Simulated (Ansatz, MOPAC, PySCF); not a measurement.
System: NH3, net charge 0, singlet state. SMILES: N
Coordinates optimised at B3LYP-D3(BJ)/def2-TZVP (Ansatz, an electronic-structure program):
```xyz
4

N      0.0022    -0.0038     0.1116
H     -0.0020     0.9512    -0.2281
H      0.8095    -0.4644    -0.2929
H     -0.8232    -0.4600    -0.2599
```
Charge 0, spin multiplicity 1.

Wanted: vertical ionisation energy to the doublet, in eV. Conventions: dispersion terms only where a functional's name holds one; open shells spin-unrestricted; 6-311+G** with 5d; spin-orbit terms left out; valence correlation only; PM7 with its own dispersion and hydrogen-bond terms; 6-31G* and kin with 6d, 5d where marked; each state is the SCF solution reached for its charge and spin; non-relativistic. CBS(X,Y): correlation extrapolated as X^-3; Hartree-Fock from the larger set. Ab initio and DFT rows: single points at B3LYP-D3(BJ) geometries (Ansatz). Semi-empirical rows: differences of heats of formation at the shared geometry for vertical values.

Measured values: CCCBDB table in ASE, the entry of H3N doubted and unchecked; they hold spin-orbit and core effects. 

Value to compare with, the measured value: 10.82 eV.

```csv
level,program,vertical ionisation energy to the doublet (eV),error
AM1,MOPAC,10.13,-0.69
PM7,MOPAC,10.26,-0.56
MNDO,MOPAC,10.57,-0.25
PBE/6-311+G**,Ansatz,10.88,0.06
B3LYP/STO-3G,Ansatz,8.97,-1.85
B3LYP/3-21G,Ansatz,10.13,-0.69
B3LYP/6-31G*,Ansatz,10.63,-0.19
B3LYP/6-311+G**,Ansatz,10.92,0.10
M06-2X/6-31G* (5d),PySCF,10.64,-0.18
MP2/6-31G*,Ansatz,10.28,-0.54
PBE/def2-TZVPD,Ansatz,10.90,0.08
"CCSD(T)/CBS(aug-cc-pVTZ,aug-cc-pVQZ)",Ansatz,10.92,0.10
```

Among the 10 habitual levels, B3LYP/STO-3G lies farthest from the measured value (-1.85 eV); 2 of 10 lie above it, and their mean absolute error is 0.51 eV, the median 0.40. One case shows no general order.

The levels are drawn from those run, B3LYP/6-31G* more often than the rest, none by its result; runs whose electronic state is in doubt are left out.
